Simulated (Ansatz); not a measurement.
A calculation with Ansatz (development build ahead of 0.2.0).

```yaml
crystal:
  periodic: [false, false, false]
  atoms:
    - { symbol: C, position_ang: [0.0, 0.0, 0.0] }
    - { symbol: Mg, position_ang: [1.36196, 1.81594, 3.93163] }
basis:
  gaussian: { orbitals: STO-3G }
magnetization:
  initial_magnetization: 2
hamiltonian:
  xc: hf
correlation:
  method: fci
  frozen_orbitals: { C: 1, Mg: 1 }
```

The input is written out in the form of the current development build from the run's settings.

Results

| Quantity | Value |
| --- | --- |
| Converged | yes |
| Total energy | -234.27975 hartree |
| State | lowest triplet root, of any spatial symmetry |
